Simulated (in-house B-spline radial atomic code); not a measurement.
**Functionals against ionisation energies along an isoelectronic series: S to Sc⁵⁺**

Ionisation energies as differences of self-consistent total energies from a B-spline radial code for spherical atoms: all electrons, radial basis limit, scalar-relativistic (one-electron X2C), spin-polarised at highest spin, spherical densities; exact exchange is averaged over the determinants of each configuration. No spin-orbit coupling, Breit or QED terms. NIST's values run from ground level to ground level, so in open shells the differences also hold multiplet and fine-structure energies that spherical high-spin averages miss. Columns give computed minus NIST, in eV; a star marks a semi-empirical value. Species are left out where the tabulated value is theory, is uncertain by more than 0.12 eV, or (13 ions, such as In⁴⁺, Te⁴⁺ and Bi⁴⁺) lies off its series for all methods alike, which flatters the means a little.

```json
{"species": "S", "shell": "3p", "NIST (eV)": "10.36", "PBE": "-0.13", "RPBE": "-0.19", "SCAN": "-0.42", "CAM-B3LYP": "+0.13", "LC-wPBE": "+0.02"}
{"species": "Cl⁺", "shell": "3p", "NIST (eV)": "23.81", "PBE": "-0.19", "RPBE": "-0.26", "SCAN": "-0.50", "CAM-B3LYP": "+0.09", "LC-wPBE": "+0.03"}
{"species": "Ar²⁺", "shell": "3p", "NIST (eV)": "40.73 ± 0.01*", "PBE": "-0.24", "RPBE": "-0.33", "SCAN": "-0.59", "CAM-B3LYP": "+0.03", "LC-wPBE": "0.00"}
{"species": "K³⁺", "shell": "3p", "NIST (eV)": "60.92 ± 0.02*", "PBE": "-0.25", "RPBE": "-0.35", "SCAN": "-0.63", "CAM-B3LYP": "+0.01", "LC-wPBE": "0.00"}
{"species": "Ca⁴⁺", "shell": "3p", "NIST (eV)": "84.34 ± 0.08*", "PBE": "?", "RPBE": "?", "SCAN": "?", "CAM-B3LYP": "?", "LC-wPBE": "?"}
{"species": "Sc⁵⁺", "shell": "3p", "NIST (eV)": "110.68 ± 0.05*", "PBE": "-0.04", "RPBE": "-0.16", "SCAN": "-0.50", "CAM-B3LYP": "+0.20", "LC-wPBE": "+0.21"}
```

Question: What are the differences for Ca⁴⁺ ([Ne] 3s2 3p4)?

Answer: PBE -0.27; RPBE -0.39; SCAN -0.70; CAM-B3LYP -0.03; LC-wPBE -0.02 eV.

Question: How do the methods rank, and which species is hardest?

Answer: Mean absolute (signed) differences: LC-wPBE 0.05 (+0.04) eV; CAM-B3LYP 0.08 (+0.07) eV; PBE 0.19 (-0.19) eV; RPBE 0.28 (-0.28) eV; SCAN 0.56 (-0.56) eV. For Sc⁵⁺, which loses a 3p electron, the nearest method is off by -0.04 eV, the largest such miss.
